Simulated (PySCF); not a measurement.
# Beryllium: a sound run and one with changed settings

Sound run: Be [He] 2s2, Be⁺ [He] 2s1. Calculation: PySCF 2.14, in jorge-DZP-DKH (4s2p1d, 15 functions); the spin-free X2C one-electron Hamiltonian (Gaussian nucleus). In the sound run the correlated levels freeze 1s2. The sound run starts from symmetry-adapted Hartree-Fock orbitals and uses a fine grid where one is needed.

Changed run: all electrons correlated in a basis built for the valence shell.

```csv
species,method,sound run (hartree),changed run (hartree),converged
Be,MP2,-14.59991,-14.61261,yes
Be,CCSD(T),-14.61944,-14.63365,yes
Be⁺,MP2,n/a,-14.29150,yes
Be⁺,CCSD(T),n/a,-14.29324,yes
```

Ionisation energy of Be:

```
 method  sound run (eV)  changed run (eV)
    UHF           8.037             8.037
    MP2           8.737             8.738
SCS-MP2           8.876             8.878
   CCSD           9.268             9.260
CCSD(T)           9.268             9.263
```

A valence basis has no tight correlating functions, so it recovers only part of the core correlation, and not evenly between atom and ion.

For comparison, NIST gives 9.323 eV between the lowest levels.
